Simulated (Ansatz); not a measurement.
**One shape, several levels: BH3Cl− (SMILES [H][B-]([H])([H])Cl)**

We compute a comparison of 6 runs (CAM-B3LYP/STO-3G, r2SCAN/STO-3G, r2SCAN0/STO-3G, BCCD(T)/STO-3G, CCSDT(Q)/STO-3G, CCSD/STO-3G) of BH3Cl−. 

Program for the calculation: Ansatz 0.2.0.

6 further runs of the same task are left out: 6 that didn't finish.

### Step 1. The structure to begin with

BH3Cl−: 5 atoms, total charge -1, spin state singlet. As SMILES, `[H][B-]([H])([H])Cl`. The H3–B1 distance was set to 3.018 Å, away from the relaxed value. At this shape a bond of the SMILES string is far longer than usual.

Bond lengths: B1–Cl2 1.875 Å, B1–H4 1.208 Å, B1–H5 1.207 Å. Angles: Cl2–B1–H4 106.7°, Cl2–B1–H5 106.7°, H4–B1–H5 112.1°.

### Step 2. A single-point energy at CAM-B3LYP/STO-3G (run 1)

molecule.yaml

```yaml
crystal:
  periodic: [false, false, false]
  atoms:
    - {symbol: B, position_ang: [-1.731662, -0.012995, 0.365839]}
    - {symbol: Cl, position_ang: [-1.716782, -0.035765, 2.240179]}
    - {symbol: H, position_ang: [1.152300, 0.011380, -0.522240]}
    - {symbol: H, position_ang: [-2.317022, 0.991075, 0.035849]}
    - {symbol: H, position_ang: [-2.308362, -1.012205, 0.011769]}
basis:
  gaussian: {orbitals: STO-3G}
total_charge: -1
hamiltonian: {xc: {name: CAM-B3LYP}}
accuracy: high
```

On the command line:

```bash
$ ansatz run molecule.yaml --threads 1 --pin off --max-ram 2610MiB --events-out events.jsonl --progress --plain --runs-dir runs
```

The log of the run:

```text
Warning: RAYON_NUM_THREADS=1 ignored (pool sized by the plan → 1); use --threads N
Functional definition: CAM-B3LYP
  name "CAM-B3LYP"
  parameter alpha = 0.19
  parameter beta = 0.46
  parameter omega = 0.33/bohr
  parameter ac = 0.81
  exchange = (1 - alpha - beta)*b88_x + beta*b88_x_sr(omega) + alpha*exact_x + beta*exact_x_lr(omega)
  correlation = (1 - ac)*vwn5_c + ac*lyp_c
281 factors; integrals over basis functions are off by at most 2.3e-8 eV
146 factors; integrals over basis functions are off by at most 9.3e-10 eV
mean field evaluation 1: about -13089.7187 eV, gradient 1.9e1 eV
mean field evaluation 2: about -13073.1884 eV, gradient 3.8e1 eV
mean field evaluation 4: about -13094.3457 eV, gradient 5.9e0 eV
mean field evaluation 8: about -13094.5585 eV, gradient 1.6e-1 eV
mean field evaluation 16: about -13094.5257 eV, gradient 1.3e-5 eV
mean field -13094.52569015 eV, -481.2149433249 hartree, gradient 2.8e-8 eV, S^2 0.000000; 0 other end points of the search recorded, 0 dependent functions left out
reference -13094.52570404 eV, -481.2149438351 hartree; 13, 13 occupied and 4, 4 virtual orbitals, 281 factors
Total energy: -13094.52570404 eV, -481.2149438351 hartree
```

Run time: 1.3 s. Hardware: 1 thread of Intel Xeon Platinum 8259CL at 2.50GHz (Skylake/Cascade Lake), shared host; peak memory 0.11 GiB.

### Step 3. A single-point energy at r2SCAN/STO-3G (run 2)

in.yaml

```yaml
crystal:
  periodic: [false, false, false]
  atoms:
    - {symbol: B, position_ang: [-1.731662, -0.012995, 0.365839]}
    - {symbol: Cl, position_ang: [-1.716782, -0.035765, 2.240179]}
    - {symbol: H, position_ang: [1.152300, 0.011380, -0.522240]}
    - {symbol: H, position_ang: [-2.317022, 0.991075, 0.035849]}
    - {symbol: H, position_ang: [-2.308362, -1.012205, 0.011769]}
basis:
  gaussian:
    orbitals: STO-3G
hamiltonian:
  xc: r2scan
total_charge: -1
accuracy: high
```

On the command line:

```bash
$ ansatz run in.yaml --threads 1 --pin off --max-ram 2610MiB --events-out events.jsonl --progress --plain --runs-dir runs
```

The log of the run:

```text
Warning: RAYON_NUM_THREADS=1 ignored (pool sized by the plan → 1); use --threads N
Functional definition: r2SCAN
  name "r2SCAN"
  parameter k0 = 0.174
  parameter k1 = 0.065
  parameter a1 = 4.9479
  exchange = r2scan_x(k0 = k0, k1 = k1, a1 = a1)
  correlation = r2scan_c
281 factors; integrals over basis functions are off by at most 2.3e-8 eV
mean field evaluation 1: about -13090.4740 eV, gradient 1.8e1 eV
mean field evaluation 2: about -13071.4865 eV, gradient 4.0e1 eV
mean field evaluation 4: about -13090.2071 eV, gradient 2.9e1 eV
mean field evaluation 8: about -13095.4364 eV, gradient 5.4e-4 eV
mean field -13095.43642588 eV, -481.2484122455 hartree, gradient 9.6e-9 eV, S^2 0.000000; 0 other end points of the search recorded, 0 dependent functions left out
reference -13095.43642629 eV, -481.2484122605 hartree; 13, 13 occupied and 4, 4 virtual orbitals, 281 factors
Total energy: -13095.43642629 eV, -481.2484122605 hartree
```

Run time: 4.2 s. Hardware: 1 thread of Intel Xeon Platinum 8259CL at 2.50GHz (Skylake/Cascade Lake), shared host; peak memory 0.14 GiB.

Runs 3 to 4 aren't shown in full; the table further down has their settings and results.

### Step 4. The energy at CCSDT(Q)/STO-3G (run 5)

job.yaml

```yaml
crystal:
  periodic: [false, false, false]
  atoms:
    - {symbol: B, position_ang: [-1.731662, -0.012995, 0.365839]}
    - {symbol: Cl, position_ang: [-1.716782, -0.035765, 2.240179]}
    - {symbol: H, position_ang: [1.152300, 0.011380, -0.522240]}
    - {symbol: H, position_ang: [-2.317022, 0.991075, 0.035849]}
    - {symbol: H, position_ang: [-2.308362, -1.012205, 0.011769]}
basis:
  gaussian:
    orbitals: STO-3G
total_charge: -1
correlation:
  method: ccsdt_q
  frozen_orbitals: {B: 1, Cl: 5, H: 0}
accuracy: high
scf:
  omitted_lower_state_checks: [cluster_reference, increment]
```

On the command line:

```bash
$ ansatz run job.yaml --threads 1 --pin off --max-ram 2610MiB --events-out events.jsonl --progress --plain --runs-dir runs
```

The log of the run:

```text
Warning: RAYON_NUM_THREADS=1 ignored (pool sized by the plan → 1); use --threads N
[... 11 lines left out ...]
6 core orbitals not correlated: weight in the atoms' cores, before any rotation towards them, 1.000 or more for the frozen orbitals, at most 0.000 for the correlated occupied ones
[... 30 lines left out ...]
WARN: these amplitudes may be one of several solutions (largest doubles amplitude 0.82, level shift 6.35 eV)
Total energy: -13075.23332568 eV, -480.5059620072 hartree
Checks for a lower state left out: cluster_reference, increment
```

Run time: 0.65 s. Hardware: 1 thread of Intel Xeon Platinum 8259CL at 2.50GHz (Skylake/Cascade Lake), shared host.

### Step 5. A single-point energy at CCSD/STO-3G (run 6)

Changes to job.yaml since step 4:

```diff
@@ -1 +1,4 @@
+basis:
+  gaussian:
+    orbitals: STO-3G
 crystal:
@@ -8,8 +11,5 @@
     - {symbol: H, position_ang: [-2.308362, -1.012205, 0.011769]}
-basis:
-  gaussian:
-    orbitals: STO-3G
 total_charge: -1
 correlation:
-  method: ccsdt_q
+  method: ccsd
   frozen_orbitals: {B: 1, Cl: 5, H: 0}
```

On the command line:

```bash
$ ansatz run job.yaml --threads 1 --pin off --max-ram 2610MiB --events-out events.jsonl --progress --plain --runs-dir runs
```

The log of the run:

```text
Warning: RAYON_NUM_THREADS=1 ignored (pool sized by the plan → 1); use --threads N
[... 11 lines left out ...]
6 core orbitals not correlated: weight in the atoms' cores, before any rotation towards them, 1.000 or more for the frozen orbitals, at most 0.000 for the correlated occupied ones
[... 27 lines left out ...]
WARN: these amplitudes may be one of several solutions (largest doubles amplitude 0.80, level shift 6.35 eV)
Total energy: -13075.15268151 eV, -480.5029983886 hartree
Checks for a lower state left out: cluster_reference, increment
```

Run time: 0.39 s. Hardware: 1 thread of Intel Xeon Platinum 8259CL at 2.50GHz (Skylake/Cascade Lake), shared host.

### Step 6. All runs side by side

```
run             level  frozen core orbitals  energy (Eh)  wall time
  1  CAM-B3LYP/STO-3G                     –  -481.214944      1.3 s
  2     r2SCAN/STO-3G                     –  -481.248412      4.2 s
  3    r2SCAN0/STO-3G                     –  -481.240868      2.2 s
  4    BCCD(T)/STO-3G                     6  -480.507837     0.49 s
  5   CCSDT(Q)/STO-3G                     6  -480.505962     0.65 s
  6       CCSD/STO-3G                     6  -480.502998     0.39 s
```

### Step 7. Results

| quantity | value |
| --- | --- |
| run 6: total energy | -480.50300 Eh |
| run 6: correlation energy (6 core orbitals frozen) | -164.6 mEh |
| run 6: T1 diagnostic | 0.111 |

What this shows: Totals of different functionals can't be ranked against each other. In run 6 the T1 diagnostic is large, so a single reference may not serve. In runs 4, 5, 6 the log says that unrestricted orbitals would lower the reference, so the values rest on an unstable closed-shell determinant (other closed-shell runs at this shape may share the fault). In runs 1, 2, 3, 4, 5, 6 the basis is minimal, so the values are rough. All runs together took 9.3 s, the longest 4.2 s.
